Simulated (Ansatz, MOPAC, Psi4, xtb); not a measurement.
## CO (carbon monoxide): the equilibrium bond length, rung by rung

CO, singlet, SMILES `[C-]#[O+]`. Each level relaxes the structure for itself.

Quantity: the equilibrium bond length, in Å. The values are calculated.

```csv
level,kind,program,value (Å),less CCSD(T)/def2-TZVP
GFN1-xTB,semi-empirical,xtb,1.124,-0.010
PM6,semi-empirical,MOPAC,1.140,+0.006
PM6-D3H4,semi-empirical,MOPAC,1.140,+0.006
PM7,semi-empirical,MOPAC,1.139,+0.005
SVWN5/def2-TZVP,LDA,Ansatz,1.128,-0.006
PBE-D3(BJ)/def2-TZVP,GGA,Ansatz,1.136,+0.002
B3LYP-D4/def2-TZVP,global hybrid,Ansatz,1.125,-0.009
PBE0-D4/def2-TZVP (density fitting),global hybrid,Psi4,1.123,-0.011
wB97X-V/def2-TZVP,range-separated hybrid,Ansatz,1.126,-0.008
CCSD(T)/def2-TZVP,coupled cluster or CI,Ansatz,1.134,0.000
```

CCSD(T)/def2-TZVP is the highest level here, not the true value. The values span 1.123 to 1.140 Å.
